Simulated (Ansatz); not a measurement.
## One element changed: vertical spin gaps of BNC, AlNC

Ansatz 0.2.0, functionals in def2-QZVPP, HF, MP2 and coupled cluster extrapolated from def2-TZVPP and def2-QZVPP (exp(−7.88 √X), X^−2.97); geometries are PBE0/def2-TZVP minima. Wave-function levels freeze the cores; HF, MP2 and coupled cluster are restricted for singlets and unrestricted otherwise, Kohn–Sham unrestricted where that lies lower. The best estimate adds to that CCSD(T) limit the step from CCSD(T) to the highest level run in a smaller set (CCSDT(Q)/cc-pVDZ, CCSDT(Q)/cc-pVTZ, CCSDTQ/cc-pVDZ). It lacks core correlation, which semilocal and hybrid functionals hold and which counts in their errors here, (a few kJ/mol in atomization energies of light atoms) is good to about 1 kcal/mol where the step is under 0.06 eV, as here, and is no measured value. An error is the level's value less this estimate. Energies are electronic, without zero-point terms. No spin–orbit coupling and no scalar relativity. CCSD(T)'s error is that step with its sign reversed, by construction, and steps from double-zeta sets run high. The species are chosen: bound, without strong static correlation by their natural occupations or amplitudes, in their lowest spin state as far as vertical gaps and like structures tell, and with a ladder that closes on the reference, so errors are smaller than for species at large; levels whose determinant breaks symmetry or spin markedly are left out.

| species | bonds (Å) | quantity | symmetry of the states | reference | value (eV) | error CCSD | error CCSD(T) | error PBE | error PBE0 | error B3LYP |
| --- | --- | --- | --- | --- | --- | --- | --- | --- | --- | --- |
| BNC, singlet | C–N 1.183, B–N 1.415, angle at N 180° | triplet less singlet, vertical | Σ⁺ / Π | limit + step to CCSDTQ and CCSDT(Q)/cc-pVDZ | 2.019 | -0.031 | 0.015 | -0.509 | -0.482 | -0.256 |
| AlNC, singlet | N–Al 1.858, C–N 1.176, angle at N 180° | triplet less singlet, vertical | Σ⁺ / Π | limit + step to CCSDT(Q)/cc-pVTZ | 2.816 | -0.001 | 0.009 | -0.218 | -0.196 | 0.046 |

The reference rises from B to Al, by 0.797 eV in all.
